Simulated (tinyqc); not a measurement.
RHF in the sto-3g basis, for H2O, spin multiplicity 1, step by step. One step of it, computed by the program tinyqc.

Question. Iteration 8 (converged): orbitals. Diagonalise F' = X^T F X, C = X C', fill 5 alpha and 5 beta electrons from the bottom; D = 2 C_occ C_occ^T. Each column has its largest component positive (the first on a tie).

converged F (hartree):
```
             1O 1s      1O 2s     1O 2px     1O 2py     1O 2pz      2H 1s      3H 1s
1O 1s   -20.251105  -5.164466   0.000000   0.000000  -0.027779  -1.024374  -1.024374
1O 2s    -5.164466  -2.432806   0.000000   0.000000  -0.107344  -0.918837  -0.918837
1O 2px    0.000000   0.000000  -0.393290   0.000000   0.000000   0.000000   0.000000
1O 2py    0.000000   0.000000   0.000000  -0.272491   0.000000  -0.363226   0.363226
1O 2pz   -0.027779  -0.107344   0.000000   0.000000  -0.318617  -0.372694  -0.372694
2H 1s    -1.024374  -0.918837   0.000000  -0.363226  -0.372694  -0.503897  -0.353226
3H 1s    -1.024374  -0.918837   0.000000   0.363226  -0.372694  -0.353226  -0.503897
```

X:
```
                1          2          3         4          5          6         7
1O 1s   -0.320135   0.000000   0.745790  0.000000   0.621975   0.000000  0.152840
1O 2s    1.102814   0.000000  -0.315734  0.000000   0.325425   0.000000  0.417322
1O 2px   0.000000   0.000000   0.000000  1.000000   0.000000   0.000000  0.000000
1O 2py   0.000000   0.865744   0.000000  0.000000   0.000000   0.710640  0.000000
1O 2pz   0.555679   0.000000   0.655139  0.000000  -0.615187   0.000000  0.213319
2H 1s   -0.695781  -0.834186  -0.160181  0.000000  -0.130845   0.368762  0.380749
3H 1s   -0.695781   0.834186  -0.160181  0.000000  -0.130845  -0.368762  0.380749
```

Give: F' = X^T F X; orbital energies; coefficients C; D after iteration 8.

Answer.

F' = X^T F X (hartree):
```
        1       2        3        4        5        6        7
1  0.0463  0.0000   1.8261   0.0000   1.3632   0.0000   0.2390
2  0.0000  0.6353   0.0000   0.0000   0.0000   0.1238   0.0000
3  1.8261  0.0000  -8.7775   0.0000  -8.9185   0.0000  -3.6635
4  0.0000  0.0000   0.0000  -0.3933   0.0000   0.0000   0.0000
5  1.3632  0.0000  -8.9185   0.0000  -9.8982   0.0000  -4.0828
6  0.0000  0.1238   0.0000   0.0000   0.0000  -0.5593   0.0000
7  0.2390  0.0000  -3.6635   0.0000  -4.0828   0.0000  -2.7830
```

orbital energies (hartree): MO1 -20.2596, MO2 -1.2454, MO3 -0.5720, MO4 -0.4628, MO5 -0.3933, MO6 0.5554, MO7 0.6480

coefficients C:
```
            MO1      MO2      MO3      MO4     MO5      MO6      MO7
1O 1s    0.9943  -0.2351   0.0000   0.1034  0.0000  -0.1197   0.0000
1O 2s    0.0252   0.8563   0.0000  -0.5321  0.0000   0.7608   0.0000
1O 2px   0.0000   0.0000   0.0000   0.0000  1.0000   0.0000   0.0000
1O 2py   0.0000   0.0000   0.6186   0.0000  0.0000   0.0000   0.9337
1O 2pz   0.0039   0.1141   0.0000   0.7394  0.0000   0.7760   0.0000
2H 1s   -0.0052   0.1522   0.4519   0.3104  0.0000  -0.7432  -0.7922
3H 1s   -0.0052   0.1522  -0.4519   0.3104  0.0000  -0.7432   0.7922
```

D after iteration 8:
```
          1O 1s    1O 2s  1O 2px   1O 2py   1O 2pz    2H 1s    3H 1s
1O 1s    2.1092  -0.4626  0.0000   0.0000   0.1071  -0.0177  -0.0177
1O 2s   -0.4626   2.0342  0.0000   0.0000  -0.5912  -0.0700  -0.0700
1O 2px   0.0000   0.0000  2.0000   0.0000   0.0000   0.0000   0.0000
1O 2py   0.0000   0.0000  0.0000   0.7654   0.0000   0.5591  -0.5591
1O 2pz   0.1071  -0.5912  0.0000   0.0000   1.1194   0.4937   0.4937
2H 1s   -0.0177  -0.0700  0.0000   0.5591   0.4937   0.6475  -0.1694
3H 1s   -0.0177  -0.0700  0.0000  -0.5591   0.4937  -0.1694   0.6475
```
